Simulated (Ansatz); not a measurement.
One change: `C=NCF` becomes `C=NC(F)OC`.

Ansatz, PBE0-D4/def2-TZVP geometries, multiplicity 1. Each molecule was computed in one conformer, which needn't be the lowest.

```csv
property,`C=NCF`
HOMO energy (ωB97M-V/def2-TZVPP) / eV,-10.37
HOMO energy (PBE0/def2-TZVPP) / eV,-7.97
LUMO energy (B3LYP/def2-TZVPP) / eV,-0.86
LUMO energy (PBE/def2-TZVPP) / eV,-1.69
HOMO energy (PBE/def2-TZVPP) / eV,-6.43
HOMO–LUMO gap (ωB97M-V/def2-TZVPP) / eV,12.02
```

Question: What does the change do to each property? (Best estimate.)

Answer: Computed: 
```tsv
property	`C=NC(F)OC`	shift
HOMO energy (ωB97M-V/def2-TZVPP) / eV	-10.19	0.18
HOMO energy (PBE0/def2-TZVPP) / eV	-7.81	0.16
LUMO energy (B3LYP/def2-TZVPP) / eV	-1.10	-0.24
LUMO energy (PBE/def2-TZVPP) / eV	-1.95	-0.26
HOMO energy (PBE/def2-TZVPP) / eV	-6.28	0.15
HOMO–LUMO gap (ωB97M-V/def2-TZVPP) / eV	11.60	-0.42
```

With PBE0 the HOMO rises by 0.16 eV and the LUMO falls by 0.24 eV, so the gap narrows by about 0.40 eV. PBE moves the HOMO by 0.15 eV and ωB97M-V by 0.18 eV.

B3LYP here is the variant with VWN-RPA as its local correlation; programs differ in this.
